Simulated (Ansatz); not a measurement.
Two isomers of C3H5NO: A = `N=CC1CO1`, B = `NC1CC1=O`.

Isolated molecules relaxed with PBE0-D4/def2-TZVP in Ansatz; ΔE leaves out vibrations. CBS: MP2 limit from def2 TZ/QZ plus the TZ coupled-cluster correction, frozen cores. Functionals use def2-TZVPP. B3LYP here is the variant with VWN-RPA as its local correlation; programs differ in this. One conformer a species, not always the lowest.

**Question.** Which isomer does CCSD(T)/CBS put lower? Give the gap. (Estimate.)

**Answer.** Ansatz gave: A, by 5.0 kcal/mol.

**Question.** Give E(B) − E(A) in kcal/mol with B2PLYP, B3LYP-D4, HF/def2-TZVPP, MP2/def2-TZVPP, B3LYP, CCSD(T)/def2-SVP, CCSD(T)/def2-TZVPP. (Best estimate.)

**Answer.** Computed: B2PLYP 4.1, B3LYP-D4 3.4, HF/def2-TZVPP 5.6, MP2/def2-TZVPP 4.3, B3LYP 3.7, CCSD(T)/def2-SVP 3.6, CCSD(T)/def2-TZVPP 5.4. None reverses the order clearly.

**Question.** Does the order hold for the free energy at 298.15 K (harmonic terms from PBE0-D4)? (An estimate is asked.)

**Answer.** Computed: Yes: G(B) − G(A) = +3.8 kcal/mol, for one conformer each.

Largest T1 diagnostic: 0.014.

Leaving LDA and LC-ωPBE aside and taking each functional with its dispersion term where it has one, the values, not all of them listed here, spread over 2.3 kcal/mol, from PBE-D4 to B2PLYP. LDA lies −1.9 kcal/mol from PBE without D4. At CCSD(T), def2-SVP lies −1.4 kcal/mol from the extrapolated value and def2-TZVPP +0.4 kcal/mol.
